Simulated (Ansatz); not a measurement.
We consider α-phase B, described by r²SCAN+rVV10 in Ansatz (plane waves, PAW).

Settings: plane-wave cutoff 560 eV, 8×8×8 k mesh, Fermi–Dirac smearing 0.01 eV, scalar-relativistic PAW data made under PBE.

Properties against volume:

Shape and atoms are relaxed at each volume.

| V (Å³/atom) | P (GPa) | direct gap at Γ (eV) | smallest gap on the k mesh (eV) | c (Å) |
|---|---|---|---|---|
| 6.919 | 9.56 | 1.792 | 1.379 | 12.352 |
| 7.063 | 4.55 | 1.891 | 1.492 | 12.430 |
| 7.207 | 0.00 | 1.994 | 1.606 | 12.505 |
| 7.352 | -4.12 | 2.100 | 1.679 | 12.579 |
| 7.496 | -7.85 | 2.210 | 1.744 | 12.649 |

The fundamental gap (1.61 eV at the equilibrium volume, with added k points) lies elsewhere than Γ–Γ.

Note: the bulk modulus comes from volumes at which shape and atoms were relaxed.

Ansatz is a quantum-chemistry and plane-wave program.
